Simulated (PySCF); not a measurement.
## How good is the calculation?

Bonds (- single, = double, # triple, : aromatic): C1-C2 1.519 Å, C2-C3 1.520 Å, C2-C4 1.519 Å, C2-Cl5 1.830 Å. C1 carries H6, H7, H8; C3 carries H9, H10, H11; C4 carries H12, H13, H14.

Measured values that the calculation should reproduce: δ ¹³C C2 66.7; C1/C3/C4 34.6; δ ¹H H6/H7/H8/H9/H10/H11/H12/H13/H14 1.60 ppm (measured; solution, not stated per compound (mostly CDCl3 or CCl4); Pretsch, Buehlmann, Badertscher, Structure Determination of Organic Compounds, 4th ed. (2009)).

Theoretical values (PySCF 2.14.0 with density-fitted response routines): PBE0/pcSseg-1 with gauge-including orbitals, geometry: PBE0-D3(BJ)/def2-SVP. No relativistic terms, one computed conformer, equivalent nuclei averaged, in vacuum.

(1) Set the calculated values beside the experiment.

(2) How far are the unscaled ¹³C shifts from the references?

Results:

(1) 
Reference values: measured (solution, not stated per compound (mostly CDCl3 or CCl4); Pretsch, Buehlmann, Badertscher, Structure Determination of Organic Compounds, 4th ed. (2009)).
```
                          atoms  quantity  reference  computed  computed, scaled
                             C2     δ ¹³C       66.7      70.0              61.8
                       C1/C3/C4     δ ¹³C       34.6      35.9              34.1
H6/H7/H8/H9/H10/H11/H12/H13/H14      δ ¹H       1.60      1.53              1.66
```

Computed shifts are σ(ref) − σ with the named reference compound (TMS for H and C) calculated as an isolated molecule at the same level. The measured values may be among those fitted. Empirical linear scaling, fitted to shifts measured mostly in CDCl3 for H and C (δ vs TMS): ¹³C (scatter 1.9 ppm rms, 2.3 ppm with the 23 outliers that the fit left out, with a fitted term for attached Cl); ¹H (scatter 0.21 ppm rms, 0.22 ppm with the 3 outliers that the fit left out). A few per cent of atoms miss by over 2 rms, more outside the fitted compound classes.

(2) Mean signed difference +2.30 ppm, mean absolute 2.30 ppm over 2 comparisons; the largest is +3.3 ppm at C2 (fully substituted sp3 carbon bonded to Cl).

3 of the 4 published NMR values on file for this molecule are compared. The rest: 1 that an audit found false.

Carbons that carry Cl, above all several Cl atoms, come out too deshielded, partly because spin–orbit coupling is missing.
